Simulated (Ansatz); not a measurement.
The input, for Ansatz 0.2.0:

```yaml
crystal:
  periodic: [false, false, false]
  atoms:
    - {symbol: In, position_ang: [0.000000, -0.006525, 0.000200]}
    - {symbol: H, position_ang: [0.000000, 2.345314, -0.068788]}
    - {symbol: H, position_ang: [0.000000, -0.843287, -1.443321]}
    - {symbol: H, position_ang: [0.000000, -0.758775, 1.489368]}
basis:
  gaussian: {orbitals: def2-SVP, fitting: {mean_field: def2-universal-jkfit}}
total_charge: 1
magnetization: {spin_polarized: false, initial_magnetization: 1}
correlation: {method: sc_nevpt2, electrons: outside_noble_gas, active_space: {window: {electrons: 3, orbitals: 3}, states: [{multiplicity: 2, irrep: 12, weights: [1]}]}}
accuracy: high
```

```sh
$ ansatz run in.yaml --threads 1 --pin off --events-out ev --progress --plain --max-ram 2393MiB
```

Question: One thing in this input was set wrong on purpose, beside settings that are merely unusual. What is the gravest fault, and what does the program do?

Answer: Irrep not in the group. How the run ends: stopped by an error.
```
the irreps are read with x along [0.000, 1.000, 0.000], y along [0.000, 0.000, 1.000] and z along [1.000, 0.000, 0.000] of the geometry given
272 factors; integrals over basis functions are off by at most 5.3e-1 eV
mean field evaluation 1: about -5184.1427 eV, gradient 9.5e0 eV
mean field evaluation 2: about -5185.2340 eV, gradient 2.9e0 eV
mean field evaluation 4: about -5185.3715 eV, gradient 1.9e-1 eV
mean field -5185.37207647 eV, -190.5589090389 hartree, gradient 3.8e-8 eV, S^2 0.750000; 0 other end points of the search recorded, 0 dependent functions left out
reference -5185.37207647 eV, -190.5589090389 hartree; 12, 11 occupied and 29, 30 virtual orbitals, 272 factors
WARN: the results are in doubt because the irreps are read in a subgroup of a group that the atoms nearly have; a symmetry tolerance of 3.5e-3 Å or symmetric places take that group, and one of 5.3e-6 Å keeps this one
Error: the irrep 12 is not accepted for these orbitals, which take A', A'', or 1 to 2
```
